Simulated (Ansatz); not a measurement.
```yaml
crystal:
  periodic: [false, false, false]
  atoms:
    - {symbol: P, position_ang: [0.021336, 0.037430, -0.003757]}
    - {symbol: H, position_ang: [1.313616, -0.739782, 0.000156]}
    - {symbol: H, position_ang: [-1.305922, 0.753279, -0.001510]}
    - {symbol: H, position_ang: [-0.663350, -1.163700, 0.116801]}
basis:
  gaussian: {orbitals: def2-TZVP}
magnetization: {spin_polarized: true, initial_magnetization: 2}
hamiltonian: {xc: pbe0}
relax: {f_tol: 0.004, max_steps: 80}
```

```sh
$ ansatz run in.yaml --threads 1 --pin off --events-out ev --progress --plain --max-ram 2176MiB
```

Steps of the relaxation (energy above the last step; positions in Å, forces in eV/Å):

```
4
step 1, 38.5 meV
P     0.021    0.037   -0.004    0.090    0.157   -0.016
H     1.314   -0.740    0.000    0.435    0.024   -0.020
H    -1.306    0.753   -0.002   -0.201    0.387   -0.021
H    -0.663   -1.164    0.117   -0.324   -0.568    0.057
```

```
4
step 2, 1.8 meV
P     0.002    0.004    0.000    0.081    0.143   -0.014
H     1.353   -0.707   -0.004    0.106   -0.064    0.000
H    -1.298    0.804   -0.006   -0.109    0.058    0.000
H    -0.691   -1.213    0.122   -0.078   -0.137    0.014
```

```
4
step 3, 0.0 meV
P     0.003    0.006   -0.001    0.009    0.016   -0.002
H     1.361   -0.711   -0.004    0.013   -0.008    0.000
H    -1.306    0.809   -0.006   -0.014    0.007    0.000
H    -0.693   -1.216    0.122   -0.009   -0.015    0.002
```

```
4
step 4, 0.0 meV
P     0.004    0.006   -0.001    0.000    0.000    0.000
H     1.362   -0.712   -0.004    0.000    0.000    0.000
H    -1.307    0.809   -0.006    0.000    0.000    0.000
H    -0.693   -1.217    0.122    0.000    0.000    0.000
```

Close pairs at the end: P1–H4 1.413 Å, P1–H3 1.537 Å, P1–H2 1.537 Å.

A stationary point of unrestricted PBE0 after 4 steps, with ⟨S²⟩ = 2.011 against 2.00 for a pure state; no frequencies were run, so it isn't proven a minimum. 4.4 s on 1 thread of Arm Neoverse V2, shared host.
